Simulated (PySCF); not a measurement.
Species: C₂H₇OP.
Structure used (PBE0-D3(BJ)/def2-TZVP), in Å, numbered top down from 1:
```
atom  x, y, z in Å
C1    -1.3118   -0.5223    0.4182
P2    -0.1056    0.7559    0.0152
C3     1.4226   -0.1125   -0.3828
O4     0.0322    1.8235    1.0267
H5    -1.3659   -1.2819   -0.3641
H6    -2.2901   -0.0544    0.5381
H7    -1.0320   -0.9885    1.3648
H8    -0.5466    1.1959   -1.2607
H9     2.1544    0.6135   -0.7398
H10    1.8112   -0.5807    0.5236
H11    1.2610   -0.8740   -1.1488
```

Level: wB97X-D/pcSseg-2 in PySCF, non-relativistic, on one gas-phase PBE0-D3(BJ)/def2-TZVP geometry that isn't relaxed in the solvent. The solvent is an IEF-PCM continuum (Bondi radii, 1.10 Å for H, scaled by 1.2). Specific hydrogen bonds and non-electrostatic terms are outside this model.

Gas phase at wB97X-D/pcSseg-2: HOMO -9.68 eV, LUMO 2.03 eV, dipole 4.42 D.

What does the continuum do to the energy, the frontier levels and the dipole at wB97X-D/pcSseg-2 in chloroform?

```csv
solvent,ε,E(solvent) − E(gas) (kcal/mol),polarisation term (kcal/mol),distortion of the solute (kcal/mol),HOMO (eV),LUMO (eV),dipole (D)
chloroform,4.711,-7.65,-8.86,1.21,-9.88,2.38,5.41
```

The first energy column is the sum of the next two and covers electrostatics alone.

Which radius a makes the point-dipole formula ΔE = −[(ε − 1)/(2ε + 1)]·μ²/a³ give the value in chloroform, with the gas-phase dipole?

μ = 1.740 au and |ΔE| = 0.01218 Eh give a = 2.36 Å; the farthest nucleus lies 2.36 Å from the centroid of the nuclei. The formula assumes a rigid point dipole at the centre of a sphere.

Give the dipole vector in the frame of the coordinates (D, pointing from negative to positive charge), gas and chloroform.

Gas (-0.18, -3.67, -2.47), solvent (-0.24, -4.43, -3.08). Its length changes by +22 % and its direction by less than 1°.

wB97X-D is run here without its empirical dispersion term; that term would change no orbital, density or response property at a fixed geometry.
